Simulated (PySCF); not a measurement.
Molecule: `F[SiH2][SiH3]`, FH5Si2.

Atom-mapped SMILES (the numbers label the heavy atoms): `[F:1][SiH2:2][SiH3:3]` (H(Xn): hydrogen on atom n).

Geometry PBE0-D3(BJ)/def2-SVP throughout; GIAO in PySCF 2.14, gas phase, one conformer, non-relativistic; equivalent atoms averaged; basis pcSseg-2.

Question: How do the absolute shieldings σ depend on the functional? (ppm; last column core-seconds on shared hosts with different chips, so compare them loosely)

Answer: 
| functional | kind | F1 | Si2 | Si3 | H(Si2) | H(Si3) | core-s |
| --- | --- | --- | --- | --- | --- | --- | --- |
| HF | Hartree–Fock | 429.0 | 391.9 | 479.8 | 26.60 | 28.25 | 5.5 |
| LDA | LDA | 409.0 | 288.8 | 430.4 | 24.47 | 27.00 | 9.7 |
| PBE | GGA | 405.9 | 317.9 | 441.9 | 25.18 | 27.54 | 12 |
| BLYP | GGA | 402.3 | 308.9 | 426.5 | 25.54 | 27.81 | 12 |
| BP86 | GGA | 406.0 | 317.2 | 438.8 | 25.28 | 27.60 | 12 |
| OPBE | GGA | 409.6 | 350.6 | 466.1 | 25.32 | 27.60 | 12 |
| KT2 | GGA | 408.9 | 344.3 | 465.7 | 25.24 | 27.58 | 12 |
| KT3 | GGA | 407.5 | 356.4 | 466.3 | 25.68 | 27.88 | 11 |
| B97-D | GGA | 407.3 | 337.4 | 447.4 | 25.68 | 27.87 | 13 |
| B3LYP | global hybrid | 410.4 | 324.5 | 436.8 | 25.74 | 27.85 | 8.7 |
| PBE0 | global hybrid | 415.2 | 337.7 | 453.7 | 25.51 | 27.65 | 8.5 |
| mPW1PW91 | global hybrid | 414.8 | 337.0 | 451.0 | 25.61 | 27.72 | 9.4 |
| WP04 | global hybrid | 409.2 | 333.0 | 422.9 | 26.70 | 28.47 | 12 |
| B97-2 | global hybrid | 414.6 | 347.2 | 456.1 | 25.76 | 27.83 | 13 |
| BHandHLYP | global hybrid | 419.0 | 348.0 | 451.7 | 26.06 | 27.97 | 14 |
| CAM-B3LYP | range-separated hybrid | 415.2 | 325.9 | 441.5 | 25.73 | 27.80 | 18 |
| wB97X-D | range-separated hybrid | 416.5 | 338.6 | 452.1 | 25.74 | 27.78 | 14 |
| LC-wPBE | range-separated hybrid | 421.8 | 338.7 | 457.2 | 25.75 | 27.80 | 19 |

Question: Which nucleus moves most, in ppm?

Answer: Si2 (silicon bonded to F, Si, 2 H): from 288.8 ppm with LDA to 391.9 ppm with HF. The smallest spread is 1.47 ppm, at H(Si3).
